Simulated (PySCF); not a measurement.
A spin–spin coupling run with PySCF (density fitting, non-relativistic, gas phase) on Lithium Amide, H$_{2}$LiN:

```
$ OMP_NUM_THREADS=1 python probes_run.py task.json out

{"job": {"kind": "j", "xc": "PBE", "basis": "pcJ-1"}, "charge": 0, "multiplicity": 1}
Li     1.623715    -0.116893     0.051128
N     -0.084521    -0.013413    -0.027733
H     -0.765973    -0.773895    -0.049129
H     -0.669462     0.823301    -0.050436
```

Hardware: 1 thread of an AMD EPYC 7B13, shared host. The job also computes field gradients.

(1) How large is the calculation?

(2) How long does it take, and how much memory does it need?

(3) And these other runs on the same molecule and hardware: spin–spin coupling at B3LYP/cc-pVTZ; spin–spin coupling at B3LYP/def2-TZVP; spin–spin coupling at B3LYP/pcJ-0; spin–spin coupling at B3LYP/pcJ-2; spin–spin coupling at B97-2/pcJ-1; spin–spin coupling at BHandHLYP/pcJ-1?

Answers

(1) 12 electrons, 58 basis functions and 228 auxiliary functions.

(2) 1.3 s of wall time, with 13 SCF cycles; peak memory 0.24 GiB. Times on a shared host scatter by some tens of per cent.

(3) B3LYP/cc-pVTZ: 88 functions, 1.3 s; B3LYP/def2-TZVP: 57 functions, 1.1 s; B3LYP/pcJ-0: 26 functions, 0.55 s; B3LYP/pcJ-2: 116 functions, 1.7 s; B97-2/pcJ-1: 58 functions, 0.84 s; BHandHLYP/pcJ-1: 58 functions, 0.96 s.
